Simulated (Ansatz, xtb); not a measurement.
## C4H10S (isopropyl methyl sulfide): methods side by side

C4H10S: 15 atoms, total charge 0, spin state singlet. As SMILES, `CSC(C)C`. The shape is that of a PBE0-D4/def2-TZVP optimisation. This is one conformer, not always the lowest.

Each level gives the atomisation enthalpy at 298 K (kJ/mol). The values are calculated. The thermal term (zero-point and 298 K enthalpy, harmonic and unscaled) is that of GFN1-xTB; the spin-orbit lowering of the free atoms at 298 K, 1.9 kJ/mol by their spectra, is taken off.

**What was measured.** CRC Handbook of Chemistry and Physics gives the atomisation enthalpy at 298 K of the gas as 5415 kJ/mol.

```json
{"level": "HF/6-31G* (spherical functions)", "kind": "Hartree–Fock", "program": "Ansatz", "value (kJ/mol)": "3981", "computed − measured": "-1434", "CPU time (all runs)": "3.8 s"}
{"level": "SVWN5/6-31G* (spherical functions)", "kind": "LDA", "program": "Ansatz", "value (kJ/mol)": "6195", "computed − measured": "+780", "CPU time (all runs)": "6.9 s"}
{"level": "BLYP/6-31G* (spherical functions)", "kind": "GGA", "program": "Ansatz", "value (kJ/mol)": "5328", "computed − measured": "-87", "CPU time (all runs)": "11 s"}
{"level": "PBE/6-31G* (spherical functions)", "kind": "GGA", "program": "Ansatz", "value (kJ/mol)": "5499", "computed − measured": "+84", "CPU time (all runs)": "10 s"}
{"level": "B3LYP/6-31G* (spherical functions)", "kind": "global hybrid", "program": "Ansatz", "value (kJ/mol)": "5374", "computed − measured": "-41", "CPU time (all runs)": "11 s"}
{"level": "BHLYP/6-31G* (spherical functions)", "kind": "global hybrid", "program": "Ansatz", "value (kJ/mol)": "5256", "computed − measured": "-159", "CPU time (all runs)": "13 s"}
{"level": "wB97M-V/6-31G* (spherical functions)", "kind": "range-separated hybrid", "program": "Ansatz", "value (kJ/mol)": "5485", "computed − measured": "+70", "CPU time (all runs)": "2 min"}
{"level": "B2PLYP/6-31G* (spherical functions)", "kind": "double hybrid", "program": "Ansatz", "value (kJ/mol)": "5238", "computed − measured": "-177", "CPU time (all runs)": "14 s"}
{"level": "MP2/6-31G* (spherical functions)", "kind": "perturbation theory", "program": "Ansatz", "value (kJ/mol)": "4946", "computed − measured": "-469", "CPU time (all runs)": "4.6 s"}
{"level": "CCSD(T)/6-31G* (spherical functions)", "kind": "coupled cluster or CI", "program": "Ansatz", "value (kJ/mol)": "4917", "computed − measured": "-498", "CPU time (all runs)": "33 s"}
```

Nearest: B3LYP/6-31G* (spherical functions) (-41 kJ/mol); farthest: HF/6-31G* (spherical functions) (-1434 kJ/mol). Computed less measured by kind, in kJ/mol (of the ab initio rows, those in 6-31G*): Hartree–Fock -1434; LDA +780; GGA -87 to +84; global hybrid -159 to -41; range-separated hybrid +70; double hybrid -177; perturbation theory -469; coupled cluster or CI -498. Wave-function methods converge slowly with the basis and bind too weakly in sets of this size; that is part of their error here. Times are those of the runs behind each value, whatever else they computed, on shared processors of several kinds: orders of magnitude only.
